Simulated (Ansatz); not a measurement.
Geometry optimisation, RKS B3LYP-D4/6-31G* in Ansatz.

input.yaml

```yaml
crystal:
  periodic: [false, false, false]
  atoms:
    - { symbol: C, position_ang: [-0.3853, 0.1243, 1.478] }
    - { symbol: C, position_ang: [0.1305, -0.2102, 0.3092] }
    - { symbol: S, position_ang: [1.3171, -1.4575, 0.3271] }
    - { symbol: C, position_ang: [-0.1572, 0.4142, -1.0216] }
    - { symbol: F, position_ang: [-1.1886, 1.3573, -0.9089] }
    - { symbol: H, position_ang: [-0.1638, -0.2614, 2.4171] }
    - { symbol: H, position_ang: [-1.1674, 0.9471, 1.4914] }
    - { symbol: H, position_ang: [1.6734, -1.5011, -0.9754] }
    - { symbol: H, position_ang: [-0.6192, -0.3409, -1.6574] }
    - { symbol: H, position_ang: [0.6436, 0.877, -1.4566] }
basis:
  gaussian: { orbitals: "6-31G*" }
hamiltonian:
  xc: b3lyp
  dispersion: d4
relax:
  f_tol: 0.02
  max_steps: 50
output:
  orbitals: {}
```

Run as:

```bash
$ ansatz run input.yaml --threads 2 --pin off --max-ram 3072MiB --backend cpu --events-out ev --progress --plain --runs-dir out
```

Task: Where does it end, and by what steps?

Result: It converged. After 14 steps the energy has fallen by 0.444 eV; H8 moved furthest, 0.60 Å.

```tsv
step	energy less start (eV)	largest force component (eV/Å)	accepted
0	0.0000	4.030	yes
1	-0.3382	1.203	yes
2	-0.3939	0.289	yes
3	-0.3996	0.294	yes
4	-0.4053	0.059	yes
5	-0.4085	0.217	yes
6	-0.4208	0.076	yes
7	-0.4115	0.540	no
8	-0.4295	0.110	yes
9	-0.4371	0.129	yes
10	-0.4426	0.118	yes
11	-0.4370	0.295	no
12	-0.4440	0.036	yes
13	-0.4439	0.057	no
14	-0.4442	0.017	yes
```

```xyz
10
Properties=species:S:1:pos:R:3
C -0.398 0.164 1.454
C 0.094 -0.244 0.285
S 1.141 -1.691 0.172
C -0.288 0.377 -1.033
F -1.090 1.490 -0.846
H -0.106 -0.299 2.390
H -1.113 0.979 1.486
H 2.064 -1.167 -0.668
H -0.831 -0.349 -1.652
H 0.611 0.688 -1.585
```

Whether the end is a true minimum wasn't checked by a vibrational analysis.

Run time: 46 s on 2 threads of Intel(R) Xeon(R) Platinum 8259CL CPU @ 2.50GHz (Skylake/Cascade Lake) (shared host), peak memory 0.21 GiB.
